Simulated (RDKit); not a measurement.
RDKit input (MMFF94):

```python
from rdkit import Chem
from rdkit.Chem import AllChem, rdDetermineBonds

mol = Chem.MolFromXYZFile('mol.xyz')
rdDetermineBonds.DetermineBonds(mol, charge=-1)
print('SMILES', Chem.MolToSmiles(Chem.RemoveHs(mol)))
ff = AllChem.MMFFGetMoleculeForceField(mol, AllChem.MMFFGetMoleculeProperties(mol))
e0 = ff.CalcEnergy()
flag = ff.Minimize(maxIts=5000, forceTol=1e-5)
print(f'energy {e0:.4f} -> {ff.CalcEnergy():.4f} kcal/mol, converged: {flag == 0}')
print(Chem.MolToXYZBlock(mol))
```
mol.xyz:
```
6

C      0.03618760     0.60041534     0.01001252
N      0.01219895    -0.81758933     0.09244576
H     -0.95471660     1.16629571     0.01500298
H     -0.48780604    -1.15122848    -0.74120501
H      0.56688663     1.01658913     0.88942020
H      0.57311778     1.08897690    -0.87041363
```

From its output:

```
Traceback (most recent call last):
  File "input.py", line 5, in <module>
ValueError: Unable to determine valence of atom 1 with atomic number 7 and 2 bonds. Check the input molecules bonding.
```

The run crashed.
